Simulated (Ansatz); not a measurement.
Rock-salt MgS, treated with RPBE in Ansatz (PAW).

Numerical settings: plane-wave cutoff 520 eV, 12×12×12 k mesh, Fermi–Dirac smearing 0.01 eV, scalar-relativistic PAW data made under PBE.

The cell has the measured lattice parameters. Conventional cell: a = 5.2033 Å, b = 5.2033 Å, c = 5.2033 Å, α = 90.00°, β = 90.00°, γ = 90.00°.

```xyz
2
Lattice="0.0000 2.6016 2.6016 2.6016 0.0000 2.6016 2.6016 2.6016 0.0000" Properties=species:S:1:pos:R:3 pbc="T T T"
Mg     0.0000     0.0000     0.0000
S      2.6016     2.6016     2.6016
```

Question: List the 5 lowest band energies at Γ above −25 eV (eV, relative to the valence band maximum), grouping those that round alike.

Answer: At Γ: -12.65, 0.00 (×3), 3.89.

Note: cell and atoms aren't relaxed at this level (pressure 3.3 GPa).

Ansatz is an electronic-structure program.
